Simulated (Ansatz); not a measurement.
This geometry of AlClFH$_{3}$ (6 atoms, charge 0, multiplicity 1) is a first-order saddle point.

Method: RKS PBE/6-31G* (Ansatz).

```xyz
6
Properties=species:S:1:pos:R:3
Al 0.011 -0.155 0.009
F 0.014 0.052 1.796
H 1.431 0.150 -0.642
H -1.430 0.070 -0.627
Cl 0.080 -2.434 0.878
H 0.052 -1.284 1.787
```

Q: Which two structures does it join? (They come from a converged band through this point; their orientation in space is the band's.)

A: Bonds broken: Cl5–H6. Bonds formed: F2–H6.

First end point:

```xyz
6
Properties=species:S:1:pos:R:3
Al 0.009 -0.034 0.029
F 0.013 0.176 1.749
H 1.428 0.152 -0.671
H -1.427 0.066 -0.654
Cl 0.083 -2.482 0.923
H 0.054 -1.479 1.824
```

Last end point:

```xyz
6
Properties=species:S:1:pos:R:3
Al 0.018 -0.370 -0.101
F 0.021 -0.013 1.868
H 1.425 0.173 -0.609
H -1.426 0.086 -0.593
Cl 0.084 -2.477 0.615
H 0.037 -1.000 2.021
```

Q: How far does it lie above each of them?

A: 0.4 kcal/mol above the first and 2.9 kcal/mol above the second. This is the barrier of this one path; another mechanism may lie lower. The orbitals stay closed-shell, which can raise the energy where a bond breaks towards radicals; this wasn't checked here.

The run took 90 s on 1 thread of Intel(R) Xeon(R) Platinum 8259CL CPU @ 2.50GHz (Skylake/Cascade Lake) (shared host), peak memory 0.13 GiB.
